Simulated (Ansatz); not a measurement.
Z-matrix (Å, degrees):
```
Si
F 1 1.5673
F 1 1.5673 2 109.47
F 1 1.5673 2 109.47 3 -120.00
F 1 1.5673 2 109.47 4 -120.00
```
Charge 0, spin multiplicity 1.

All values below come from frozen-core CCSD(T)/cc-pVTZ // B3LYP-D3(BJ)/def2-TZVP in Ansatz (a quantum-chemistry and plane-wave program).

```
Item                           Result
----------------------  -------------
HF energy               -687.14711 Ha
MP2 correlation energy    -1.11007 Ha
```

Estimate the CCSD correlation energy, the (T) correction, the total energy and the T1 diagnostic.


- CCSD correlation energy: -1.10819 Ha
- (T) correction: -0.03123 Ha
- CCSD(T) total energy: -688.28653 Ha
- T1 diagnostic: 0.011
